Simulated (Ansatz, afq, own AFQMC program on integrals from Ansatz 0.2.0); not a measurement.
Atomization energy of AlBH2, singlet

```csv
atom,x (Å),y (Å),z (Å)
B,0.0000,0.0000,1.4848
Al,0.0000,0.0000,-0.7557
H,0.0000,1.0050,2.1514
H,0.0000,-1.0050,2.1514
```

Connectivity, by distances: BH2–Al.

Atoms in their ground-state spins without spin–orbit coupling (mostly on UHF) minus the molecule (RHF), without zero-point energy. The geometry is a stationary point, not shown to be a minimum.

Basis cc-pVTZ. Noble-gas cores (and the filled d shells of Ga–Kr and In–Xe) are frozen. Integrals, coupled cluster, full CI and functionals: Ansatz 0.2.0; the random walks run on the same integrals in our own AFQMC program. The CISD trial takes its coefficients from CCSD amplitudes. Released means that phaseless walkers are propagated on without the constraint, phases kept. ± is one standard error of the sampling. The errors of all members are added in quadrature.

No full CI on the walks' own integrals is used here; CCSDT(Q) serves as the reference and is uncertain by about the last step of the cluster series. Each member takes its own surest rung, up to full CI.

The best estimate is CCSD(T) at the basis-set limit (CBS: def2-TZVPP and def2-QZVPP, with their diffuse functions for anions and beside diffuse sets, CCSD(T) itself extrapolated) plus the step from CCSD(T) to CCSDT(Q) in cc-pVTZ. Rows without CBS are in cc-pVTZ; B2PLYP and the wave-function rows carry a basis error of their own. Core correlation and relativity beyond core potentials are missing, and ± holds the sampling alone.

Cautions: AlBH₂ (singlet): higher spins were not checked, restricted determinant unstable towards unrestricted (UHF 204 meV lower, ⟨S²⟩ 0.69), its ph-AFQMC/CISD value lies 17 ± 5 meV above CCSDT(Q).

Best estimate: 229.9 kcal/mol.

| level | atomization energy (kcal/mol) | error against the best estimate (kcal/mol) |
| --- | --- | --- |
| HF | 178.4 | -51.6 |
| MP2 | 223.6 | -6.3 |
| CCSD | 222.8 | -7.1 |
| CCSD(T) | 224.8 | -5.2 |
| ph-AFQMC/CISD | 224.8 ± 0.1 | -5.1 ± 0.1 |
| released AFQMC | 225.0 ± 0.1 | -5.0 ± 0.1 |
| HF/CBS | 179.0 | -50.9 |
| MP2/CBS | 229.1 | -0.9 |
| CCSD(T)/CBS | 229.7 | -0.2 |
| wB97M-V | 232.7 | 2.7 |
| surest rungs in cc-pVTZ | 225.0 | -5.0 |

Correlation beyond CCSD(T) adds 0.2 kcal/mol. Going to the basis-set limit adds 5.0 kcal/mol at CCSD(T). The perturbative (T) step is worth +1.9 kcal/mol.

Best estimates are given only where the step beyond CCSD(T) is under 0.3 eV and no member's determinant is very poor (T1 over 0.05, or 0.07 for open shells, ⟨S²⟩ too high by 0.3, two states mixed), so the hardest cases are missing from such tables.

The functionals ran in a triple-zeta set and keep a basis error of their own, a few kJ/mol for each bond in atomization energies and more for double hybrids, so close places among them and the extrapolated levels can swap.

Each member of a difference takes its own highest rung, so a best estimate needn't equal the limit plus the step of one row. A walk keeps the symmetry of its determinant, which the program's search chose and which needn't be the lowest solution, so a lower state of the same spin and another symmetry isn't excluded. Released energies are given only where the last usable release times agree within the noise; a slower fall can still hide under it.
